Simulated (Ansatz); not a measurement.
The input, for Ansatz 0.2.0:

```yaml
crystal:
  periodic: [false, false, false]
  atoms:
    - {symbol: Al, position_ang: [0.000019, -0.143276, 3.025224]}
    - {symbol: Ga, position_ang: [0.000052, -0.019113, 0.336089]}
    - {symbol: N, position_ang: [0.000018, -0.336451, -1.386364]}
    - {symbol: H, position_ang: [-0.000090, 0.498840, -1.974950]}
basis:
  gaussian: {orbitals: cc-pVDZ}
magnetization: {spin_polarized: false, initial_magnetization: 2}
correlation: {method: ccsdt_q, electrons: outside_noble_gas}
```

```sh
$ ansatz run in.yaml --threads 1 --pin off --events-out ev --progress --plain --max-ram 2393MiB
```

Log:

```
1234 factors; integrals over basis functions are off by at most 1.9e-7 eV
mean field evaluation 1: about -60403.9179 eV, gradient 4.3e1 eV
mean field evaluation 2: about -60403.9261 eV, gradient 4.3e1 eV
mean field evaluation 4: about -60408.7944 eV, gradient 1.7e1 eV
mean field evaluation 8: about -60410.4018 eV, gradient 5.1e-1 eV
mean field evaluation 16: about -60410.4672 eV, gradient 1.8e-3 eV
mean field evaluation 32: about -60410.4672 eV, gradient 4.8e-2 eV
mean field evaluation 64: about -60408.8858 eV, gradient 5.0e0 eV
mean field evaluation 96: about -60411.1744 eV, gradient 1.3e-1 eV
mean field evaluation 128: about -60408.8142 eV, gradient 3.1e0 eV
mean field evaluation 160: about -60411.1828 eV, gradient 1.4e-2 eV
...
cycle  29  -8.66572266 eV  change    7.3e-6 eV  update   1.5e-5
cycle  30  -8.66572237 eV  change    2.9e-7 eV  update   1.1e-5
cycle  31  -8.66571481 eV  change    7.6e-6 eV  update   7.0e-6
cycle  32  -8.66571547 eV  change   -6.6e-7 eV  update   5.1e-6
cycle  33  -8.66571297 eV  change    2.5e-6 eV  update   4.2e-6
cycle  34  -8.66571127 eV  change    1.7e-6 eV  update   3.1e-6
cycle  35  -8.66571168 eV  change   -4.1e-7 eV  update   2.5e-6
cycle  36  -8.66571049 eV  change    1.2e-6 eV  update   2.0e-6
cycle  37  -8.66571053 eV  change   -4.0e-8 eV  update   1.6e-6
cycle  38  -8.66571024 eV  change    2.9e-7 eV  update   1.4e-6
perturbative correction -0.05771449 eV, -0.0021209684 hartree
Total energy: -60419.19066943 eV, -2220.3643035032 hartree
```

Ran on 1 thread of Arm Neoverse V2, shared host: 3.2 min wall, 0.81 GiB peak host memory.
